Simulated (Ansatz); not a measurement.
Geometry optimisation, RKS PBE-D4/6-31G* (Ansatz).

Input:

```yaml
crystal:
  periodic: [false, false, false]
  atoms:
    - { symbol: B, position_ang: [-0.102074, -0.298803, 0.023035] }
    - { symbol: Cl, position_ang: [0.104235, -0.736755, 1.792301] }
    - { symbol: O, position_ang: [0.93954, -0.386095, -0.831202] }
    - { symbol: H, position_ang: [1.763773, -0.666057, -0.379651] }
    - { symbol: H, position_ang: [-1.18745, 0.007771, -0.372886] }
    - { symbol: H, position_ang: [0.171603, 2.035398, 0.498581] }
    - { symbol: H, position_ang: [0.148174, 1.762841, 1.156222] }
basis:
  gaussian: { orbitals: "6-31G*" }
hamiltonian:
  xc: pbe
  dispersion: d4
relax:
  f_tol: 0.03
  max_steps: 50
```

Command:

```bash
$ ansatz run input.yaml --threads 1 --pin off --max-ram 2048MiB --backend cpu --events-out ev --progress --plain --runs-dir out
```

Where does it end, and by what steps?

The run converged. The force dipped under the threshold on the way, but the program's further checks kept it going. After 28 steps the energy has fallen by 0.204 eV; H7 moved furthest, 1.06 Å.

```tsv
step	energy less start (eV)	largest force component (eV/Å)	accepted
0	0.0000	1.404	yes
1	-0.1358	0.564	yes
2	-0.1739	0.418	yes
3	-0.1841	0.242	yes
4	-0.1516	1.488	no
5	-0.1870	0.110	yes
6	-0.1884	0.015	yes
7	-0.1887	0.069	yes
8	-0.1889	0.037	yes
9	-0.1891	0.069	yes
10	-0.1893	0.028	yes
11	-0.1894	0.139	yes
12	-0.1899	0.060	yes
13	-0.1905	0.050	yes
14	-0.1848	0.621	no
15	-0.1869	0.403	no
16	-0.1906	0.011	yes
17	-0.1904	0.255	no
18	-0.1912	0.055	yes
19	-0.1915	0.197	yes
20	-0.1923	0.156	yes
21	-0.1951	0.044	yes
22	-0.1965	0.059	yes
23	-0.1955	0.373	no
24	-0.1968	0.145	yes
25	-0.1979	0.320	yes
26	-0.1984	0.126	yes
27	-0.2019	0.070	yes
28	-0.2038	0.020	yes
```

```xyz
7
Properties=species:S:1:pos:R:3
B -0.240 -0.728 -0.008
Cl -0.008 -1.452 1.603
O 0.790 -0.164 -0.683
H 1.631 -0.211 -0.180
H -1.328 -0.739 -0.506
H 0.523 2.240 0.568
H 0.470 2.774 1.093
```

Whether the end is a true minimum wasn't checked by a vibrational analysis.

Run time: 42 s on 1 thread of Arm Neoverse V1, with other jobs on the host, peak memory 0.12 GiB.
